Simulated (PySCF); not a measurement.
Which functional comes closest?

Molecule: `InChI=1S/CH3ClO2S/c1-5(2,3)4/h1H3`.

Geometry (Å), atoms numbered from 1 in this order:
```xyz
8

C    -0.034    2.481    1.740
S     1.706    2.137    1.813
O     2.166    1.719    0.509
O     1.993    1.379    3.009
Cl    2.419    4.086    2.128
H    -0.343    2.900    2.704
H    -0.213    3.174    0.910
H    -0.514    1.509    1.556
```

Geometry PBE0-D3(BJ)/def2-SVP throughout; GIAO in PySCF 2.14.0 with density-fitted response routines, gas phase, one conformer, non-relativistic; equivalent atoms averaged; basis pcSseg-2.

Reference values (measured; solution, not stated per compound (mostly CDCl3 or CCl4); Pretsch, Buehlmann, Badertscher, Structure Determination of Organic Compounds, 4th ed. (2009)): δ(C1) = 52.6 ppm. Computed shifts are taken against TMS, calculated as an isolated molecule at each level.

Problem. How do the functionals HF, LDA, PBE, BLYP, BP86, OPBE, KT2, KT3, B97-D, B3LYP, PBE0, mPW1PW91 perform against the reference? Times are CPU seconds on 1 thread of an AMD EPYC 7R32, shared host; the GGAs took longer than the global hybrids here, which isn't the general rule, and the cause wasn't traced.

Solution. 
| functional | kind | C1 | abs. error C | core-s |
| --- | --- | --- | --- | --- |
| HF | Hartree–Fock | 49.0 | 3.6 | 11 |
| LDA | LDA | 60.2 | 7.6 | 26 |
| PBE | GGA | 56.9 | 4.3 | 31 |
| BLYP | GGA | 57.6 | 5.0 | 31 |
| BP86 | GGA | 57.2 | 4.6 | 31 |
| OPBE | GGA | 53.4 | 0.8 | 31 |
| KT2 | GGA | 55.6 | 3.0 | 31 |
| KT3 | GGA | 53.7 | 1.1 | 31 |
| B97-D | GGA | 55.7 | 3.1 | 31 |
| B3LYP | global hybrid | 56.5 | 3.9 | 17 |
| PBE0 | global hybrid | 55.3 | 2.7 | 17 |
| mPW1PW91 | global hybrid | 55.3 | 2.7 | 17 |

For 13C the closest is OPBE (0.8 ppm) and the furthest LDA (7.6 ppm). One molecule is a small sample, and vibrational and solvent effects are absent from the calculation.
